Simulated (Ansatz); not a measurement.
# CH₄MgO (SMILES C[O][MgH]): a rigid scan of the angle H4–C1–O2

One table from this session's results is given with a row withheld; the runs are named, their logs left out.

Program: Ansatz 0.2.0, Gaussian basis. Level of theory: single points in def2-TZVPP. These are calculated values, not measurements.

Levels: PBE-D4, r2SCAN-D4, PBE0-D4, B3LYP-D4, wB97M-V, Hartree-Fock, MP2, CCSD, CCSD(T). The scan takes 81.8, 89.3, 96.8, 104.3, 111.8, 119.3, 126.8, 134.3, 141.8°.

Correlated methods freeze the cores. The outer core shell of Li, Na, Mg and K is correlated. B3LYP uses VWN-RPA correlation.

19 further runs of the same task are left out: 19 set aside as unsound or not needed.

### Where the work starts

The minimum, relaxed at PBE0-D4: SMILES `C[O][MgH]`, 7 atoms, charge 0, spin multiplicity 1.

Atoms are counted from 1 here; the program's logs count them from 0.

Bond lengths: C1–O2 1.376 Å, C1–H4 1.100 Å, C1–H5 1.100 Å, C1–H6 1.100 Å, O2–Mg3 1.763 Å, Mg3–H7 1.690 Å. Angles: O2–C1–H4 111.8°, O2–C1–H5 111.8°, O2–C1–H6 111.8°, H4–C1–H5 107.0°, H4–C1–H6 107.0°, H5–C1–H6 107.0°, C1–O2–Mg3 180.0°, O2–Mg3–H7 180.0°.

As a file:

```tsv
atom	x (Å)	y (Å)	z (Å)
C1	-0.63505	0.95128	-0.08941
O2	0.12828	-0.18908	0.00928
Mg3	1.10729	-1.64977	0.13496
H4	-0.91328	1.16789	-1.13121
H5	-0.10165	1.83433	0.29187
H6	-1.57039	0.86777	0.48316
H7	2.04610	-3.05042	0.25545
```

Energies of the minimum (eV), from earlier single points: PBE-D4 -8588.10800, r2SCAN-D4 -8592.79945, PBE0-D4 -8588.79306, B3LYP-D4 -8596.22651, wB97M-V -8593.55755, CCSD(T) -8582.28754.

At the minimum the angle H4–C1–O2 is 111.8°.

The first run:

Input file ccsdt-tzvpp/in.yaml:

```yaml
crystal:
  periodic: [false, false, false]
  atoms:
    - {symbol: C, position_ang: [-0.635049, 0.951282, -0.089411]}
    - {symbol: O, position_ang: [0.128275, -0.189080, 0.009284]}
    - {symbol: Mg, position_ang: [1.107294, -1.649766, 0.134956]}
    - {symbol: H, position_ang: [-0.602930, 0.691079, -1.157559]}
    - {symbol: H, position_ang: [-0.101646, 1.834334, 0.291872]}
    - {symbol: H, position_ang: [-1.570386, 0.867767, 0.483158]}
    - {symbol: H, position_ang: [2.046097, -3.050424, 0.255452]}
basis:
  gaussian: {orbitals: def2-TZVPP}
correlation: {method: ccsd_t}
```

No record of the launch command was kept for these runs.

Among the steps run: H4–C1–O2 = 81.8°; H4–C1–O2 = 89.3°; H4–C1–O2 = 96.8°; H4–C1–O2 = 104.3°; H4–C1–O2 = 111.8°; H4–C1–O2 = 119.3°; H4–C1–O2 = 126.8°; H4–C1–O2 = 134.3°; H4–C1–O2 = 141.8°.

One table of the session follows, with a row left open; its other results are not shown here.

It belongs to the step «The curves». Energies less that of the minimum at the same level (kJ/mol):

| angle (°) | PBE-D4 | PBE0-D4 | B3LYP-D4 | wB97M-V | Hartree-Fock |
| --- | --- | --- | --- | --- | --- |
| 81.8 | 97.9 | 100.7 | 102.1 | 101.0 | 113.5 |
| 89.3 | 54.7 | 55.9 | 56.6 | 55.9 | 62.4 |
| 96.8 | ? | ? | ? | ? | ? |
| 104.3 | 6.1 | 6.0 | 6.1 | 6.0 | 6.3 |
| 111.8 | 0.0 | 0.0 | 0.0 | 0.0 | 0.0 |
| 111.8 (minimum) | 0.0 | 0.0 | 0.0 | 0.0 | 0.0 |
| 119.3 | 5.3 | 5.8 | 5.8 | 5.9 | 7.1 |
| 126.8 | 21.6 | 22.9 | 23.1 | 23.1 | 27.1 |
| 134.3 | 48.4 | 51.2 | 51.5 | 51.4 | 59.6 |
| 141.8 | 85.7 | 90.1 | 90.8 | 90.4 | 104.4 |

Q: Estimate the row for angle (°) = 96.8 from the others.

Worked estimate for «PBE-D4». A straight line through the neighbours (89.3, 54.7) and (104.3, 6.1) gives 54.7 + (6.1 − 54.7) × (96.8 − 89.3) / (104.3 − 89.3) = 30.4; a parabola fitted to 4 rows on both sides gives 24.2.

**Answer.** PBE-D4: 24.1; PBE0-D4: 24.5; B3LYP-D4: 24.8; wB97M-V: 24.4; Hartree-Fock: 26.9. In «PBE-D4» the line misses by +6.3 and the parabola by +0.1.

Limits of these values: A polynomial through the near points puts the CCSD(T) minimum at the PBE0-D4 value.
